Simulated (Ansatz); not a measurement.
Worked example: correlation energy of H2Ge–AsH, quintet

Geometry: that of the H2Ge–AsH, triplet, kept fixed. The triplet lies 5.6 eV lower here.

```csv
atom,x (Å),y (Å),z (Å)
Ge,0.0000,-0.0566,1.2141
As,0.0000,0.0562,-1.2063
H,-1.2446,0.6821,1.7739
H,1.2446,0.6822,1.7739
H,0.0000,-1.4603,-1.3789
```

Basis cc-pVDZ; Ansatz 0.2.0. Only valence electrons are correlated (noble-gas cores and the filled d shells of p-block atoms frozen), which leaves 12 electrons in 41 orbitals. Prefix R: restricted or restricted open-shell reference; prefix U: unrestricted. No spin–orbit coupling is included, and no scalar relativity.

Full CI isn't at hand for all of this; UCCSDT(Q) serves as the reference, and is uncertain by the last step of the cluster series or more.

UCCSD has a T1 diagnostic of 0.020 and a largest doubles amplitude of 0.06.

Runs differ by some tens of microhartree through their thresholds and, for an open shell, their frozen cores, so steps under 0.03 kcal/mol mean nothing.

Here the R and U totals at CCSDT(Q) differ by 0.45 kcal/mol, a measure of how far such totals hang on the determinant and its frozen core.

```
    level  total energy (hartree)
      UHF            -4311.020145
     UMP2            -4311.180108
    UCCSD            -4311.219557
 UCCSD(T)            -4311.224734
   UCCSDT            -4311.225976
UCCSDT(Q)            -4311.226218
```

Q: What is the correlation energy at UCCSDT(Q), and what share of it do UMP2 and UCCSD recover?

A: E(corr) = -4311.226218 − (-4311.020145) = -0.206073 hartree = -5.608 eV. UMP2: -0.159963 / -0.206073 = 77.62 %. UCCSD: -0.199412 / -0.206073 = 96.77 %.

Q: By how many kcal/mol does UCCSD(T) miss UCCSDT(Q) (1 hartree = 627.509 kcal/mol), and which steps make up the rest?

A: -4311.224734 − (-4311.226218) = 0.001484 hartree = 0.93 kcal/mol. Steps: UCCSDT − UCCSD(T) = -0.78, UCCSDT(Q) − UCCSDT = -0.15 kcal/mol. Differences between like states or geometries often cancel part of this.
